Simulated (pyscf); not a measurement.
PySCF, gas phase, ωB97X-D3(BJ)/def2-SVP geometries.

Q: For H₃Si–S–SiH₃ (SMILES [SiH3]S[SiH3]) + H₂ (SMILES [H][H]) → SiH₄ (SMILES [SiH4]) + H₃Si–SH (SMILES [SiH3]S), a four-centre exchange (singlet surface; S–Si, H–H broken, H–Si, H–S formed), PBE/def2-TZVP gives ΔE‡ = 202.2 kJ/mol and ΔE = +38.5 kJ/mol (zero: the separated reactants). In which direction and how far do B3LYP-D3(BJ)/def2-TZVP, M06-2X/def2-TZVP, ωB97M-D3(BJ)/def2-TZVP move these?

A: B3LYP-D3(BJ): ΔE‡ = 228.0 kJ/mol, ΔE = +40.3 kJ/mol; M06-2X: ΔE‡ = 239.1 kJ/mol, ΔE = +46.9 kJ/mol; ωB97M-D3(BJ): ΔE‡ = 233.0 kJ/mol, ΔE = +37.7 kJ/mol. PBE's barrier lies under all of them, by 25.8 to 36.8 kJ/mol. Its reaction energy matches one of them and lies within 8.4 kJ/mol of the others. Low barriers are usual for a GGA, whose delocalisation error favours stretched bonds. One saddle was located; it need not be the lowest between these sides.
